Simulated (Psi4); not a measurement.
# SiO2 (silicon dioxide molecule): a first try and a second

Wanted: the excited states of SiO2 (silicon dioxide molecule), CIS/heavy-aug-cc-pVDZ (density fitting, tdscf states 6, tdscf tda yes).

Program for the calculation: Psi4 1.11.

3 further runs of the same task are left out: 2 that didn't finish, 1 set aside as unsound or not needed.

## (1) The molecule

SiO2 has 3 atoms, charge 0, and is taken as a singlet. As SMILES, `O=[Si]=O`. The shape is that of a GFN2-xTB optimisation.

Bond lengths: O1–Si2 1.491 Å, Si2–O3 1.491 Å. Angles: O1–Si2–O3 179.9°.

## (2) First attempt

The input, job.py:

```python
import psi4

psi4.set_memory(100000000)
psi4.set_num_threads(1)
psi4.core.set_output_file('o2si.out', False)

mol = psi4.geometry("""
0 1
O      1.30623539     2.30034471     0.97082790
Si    -0.00137950     0.00083148    -0.00030236
O     -1.30487479    -2.30119509    -0.97052554
units bohr
symmetry c1
""")

options = {'basis': 'heavy-aug-cc-pVDZ', 'tdscf_states': 6, 'tdscf_tda': True}
psi4.set_options(options)

result = psi4.energy('td-scf')
print(f'total energy {result:.8f} hartree = {result * 27.211386:.5f} eV')
```

On the command line:

```
$ python job.py
```

stdout:

```text
psi4.driver.p4util.exceptions.ValidationError: set_memory(): Requested 95.4 MiB (1e+02 MB); minimum 250 MiB (263 MB). Please, sir, I want some more.
```

Run time: 0.76 s. Hardware: 1 thread of Intel Xeon 6975P-C (Granite Rapids), shared host; peak memory 0.13 GiB.

## (3) Diagnosis

The input was rejected.

The telling line is `psi4.driver.p4util.exceptions.ValidationError: set_memory(): Requested 95.4 MiB`. What is wrong: too little memory is allowed.

## (4) Try two

The input, run.py:

```python
import psi4

psi4.set_memory(1600000000)
psi4.set_num_threads(1)
psi4.core.set_output_file('psi4.out', False)

mol = psi4.geometry("""
O      1.30623539     2.30034471     0.97082790
Si    -0.00137950     0.00083148    -0.00030236
O     -1.30487479    -2.30119509    -0.97052554
units bohr
symmetry c1
""")

psi4.set_options({
    'basis': 'heavy-aug-cc-pVDZ',
    'tdscf_states': 6,
    'tdscf_tda': True,
})

result = psi4.energy('td-hf')
print(f'td-hf energy: {result:.10f} Eh')
```

On the command line:

```
$ python run.py
```

psi4.out, cut to the lines that bear on the results:

```text
[...]
  Running in c1 symmetry.
[...]
  Nuclear repulsion =   90.849657300185001
[...]
  Multiplicity = 1
[...]
  Nalpha       = 15
  Nbeta        = 15
[...]
    Number of basis functions: 73
[...]
   @DF-RHF iter   1:  -438.40886154933321   -8.68861e-01   1.04682e-02 ADIIS/DIIS
[...]
   @DF-RHF iter   8:  -438.65167938184624   -7.37236e-09   5.87552e-07 DIIS
[...]
  @DF-RHF Final Energy:  -438.65167938184624
   => Energetics <=
    Nuclear Repulsion Energy =             90.8496573001850010
    One-Electron Energy =                -788.1405176632615621
    Two-Electron Energy =                 258.6391809812303677
    Total Energy =                       -438.6516793818462361
[...]
 Multipole Moments:
 ------------------------------------------------------------------------------------
     Multipole            Electronic (a.u.)      Nuclear  (a.u.)        Total (a.u.)
 ------------------------------------------------------------------------------------
 L = 1.  Multiply by 2.5417464519 to convert [e a0] to [Debye]
 Dipole X            :         -0.0030249           -0.0000079           -0.0030328
 Dipole Y            :          0.0018292            0.0000049            0.0018340
 Dipole Z            :          0.0000000           -0.0000000            0.0000000
 Magnitude           :                                                    0.0035442
[...]
**********                               WARNING                                **********
**********       The names of excited state variables changed between 1.5       **********
[...]
**********                               WARNING                                **********
**********  Length-gauge rotatory strengths are **NOT** gauge-origin invariant  **********
[...]
                                    Excitation Energy         Total Energy        Oscillator Strength             Rotatory Strength
[...]
Excited State    1 (1 A):   0.21086 au   216.08 nm f = 0.0000
[...]
Excited State    3 (1 A):   0.27182 au   167.62 nm f = 0.1275
[...]
Excited State    4 (1 A):   0.27182 au   167.62 nm f = 0.1275
[...]
Excited State    5 (1 A):   0.29034 au   156.93 nm f = 0.0567
[...]
Excited State    6 (1 A):   0.30661 au   148.60 nm f = 0.0000
[...]
**********                               WARNING                                **********
**********       The names of excited state variables changed between 1.5       **********
[...]
```

Standard output:

```text
td-hf energy: -438.6516793818 Eh
```

Run time: 3.3 s. Hardware: 1 thread of Intel Xeon 6975P-C (Granite Rapids), shared host; peak memory 0.27 GiB.

The roots found:

```
excited state  energy (eV)  strength  label
            1        5.738    0.0000    A 1
            2        5.738    0.0000    A 1
            3        7.397    0.1275    A 1
            4        7.397    0.1275    A 1
            5        7.900    0.0568    A 1
            6        8.343    0.0000    A 1
```

## (5) Summary of results

At CIS/heavy-aug-cc-pVDZ (density fitting, tdscf states 6, tdscf tda yes):

| quantity | value |
| --- | --- |
| ground-state or mean-field energy | -438.65168 Eh |
| dipole moment (Hartree–Fock density) | 0.01 D |
| HOMO energy (Hartree–Fock orbitals) | -13.94 eV |
| LUMO energy (Hartree–Fock orbitals) | -0.26 eV |
| HOMO–LUMO gap (Hartree–Fock orbitals) | 13.68 eV |
| lowest excitation energy | 5.74 eV |

What this shows: The brightest of the 6 transitions from the ground state lies at 7.40 eV (168 nm, f = 0.255, degenerate roots summed); the lowest, at 5.74 eV, has f = 0.000.
